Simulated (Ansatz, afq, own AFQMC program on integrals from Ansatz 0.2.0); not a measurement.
CH4Si, singlet in 6-31G along one coordinate

```xyz
6

Si    0.0000    0.0000    0.5299
C     0.0000    0.0000   -1.1689
H     0.0000    1.2445    1.3276
H     0.0000   -1.2445    1.3276
H     0.0000    0.9175   -1.7458
H     0.0000   -0.9175   -1.7458
```

The Si1–C2 distance is changed with both sides rigid. Energies in eV count from this geometry (1.699 Å) at the same level; the start stands on RHF, each point on the determinant named.

Basis 6-31G. Noble-gas cores (and the filled d shells of Ga–Kr and In–Xe) are frozen. AFQMC by an in-house program on the Cholesky factors that Ansatz 0.2.0 writes for its CCSD(T) run. ph-AFQMC/CISD is guided by a CISD state made of CCSD amplitudes; releasing the constraint for a short imaginary time cuts its bias at the price of noise, slowly where states lie close. ± is one standard error of the sampling.

Cautions, each for one point or more: (Q) is large, so the cluster series hasn't closed; (T) is large; CCSDT(Q) on the RHF determinant differs, perhaps since the unrestricted series falls towards higher spin; CCSDT(Q) on the UHF determinant differs, perhaps since the unrestricted series falls towards higher spin; cluster runs in doubt by the program's own checks; higher spins were not checked; released walk and highest rung disagree; restricted determinant unstable towards unrestricted; strong correlation; the ph-AFQMC/CISD walk drifts between its halves; the search met a lower determinant of the same kind, perhaps of another symmetry, and this one is a saddle point; unrestricted determinant spin contaminated; walk and cluster series may follow different spin states.

```tsv
r(Si1–C2) / Å	det.	T1	weight	⟨S²⟩	PBE0	r2SCAN	CCSD(T)
1.504	RHF	0.011	0.90	pure	1.182	1.208	1.404
1.845	RHF	0.013	0.86	pure	0.178	0.154	0.012
2.358	RHF‡	0.021	0.76	pure	2.530§	2.403§	2.062
3.198	RHF¶	0.034	0.48	pure	4.982§	4.770§	3.782
4.519	UHF¶	0.007	0.93	2.02	5.434§	5.250§	4.882
```

Task: Estimate the curve of phaseless AFQMC with a CISD trial, counted from the same start.

Result: 
```
r(Si1–C2) / Å  det.     T1  weight  ⟨S²⟩  ph-AFQMC/CISD   released AFQMC  CCSDT(Q)
        1.504   RHF  0.011    0.90  pure  1.405 ± 0.015   1.389 ± 0.010*     1.407
        1.845   RHF  0.013    0.86  pure  0.011 ± 0.016  -0.013 ± 0.010*     0.008
        2.358  RHF‡  0.021    0.76  pure  2.122 ± 0.031   2.051 ± 0.028*     2.057
        3.198  RHF¶  0.034    0.48  pure  4.907 ± 0.048                –     4.484
        4.519  UHF¶  0.007    0.93  2.02  4.886 ± 0.012   4.862 ± 0.009*     4.891
```

Weight is that of the determinant in the CISD state; at the start T1 is 0.012 and the weight 0.88. ¶ marks points with a poor determinant and no full CI, where no value is sure; they don't count among the departures. An asterisk marks released energies that aren't shown to be converged. A double dagger marks points where the walks on two determinants ended up to 0.064 eV apart; the lower is shown. A dash marks a missing value, a released energy that hasn't settled or a functional that sits on another state. § marks a functional whose ⟨S²⟩ is too high by over 0.1. Largest departures from phaseless AFQMC with a CISD trial: CCSD(T) -0.060 eV at 2.358 (on RHF) (within the noise), CCSDT(Q) -0.066 eV at 2.358 (on RHF), PBE0 -0.223 eV at 1.504, r2SCAN -0.197 eV at 1.504. The walk's constraint bias lies outside its error bars, so these are departures and not errors. Functionals count only at points shown to share the start's state and spin. In this small basis the wave-function levels are far from their limit, so their gap to the functionals isn't the functionals' error.

CCSDT and higher add their correlation energy to the determinant of the CCSD(T) run, since their own runs factorise the integrals more tightly (a shift of under 2 meV). A walk keeps the symmetry of its determinant, which the program's search chose and which needn't be the lowest solution, so a lower state of the same spin and another symmetry isn't excluded.
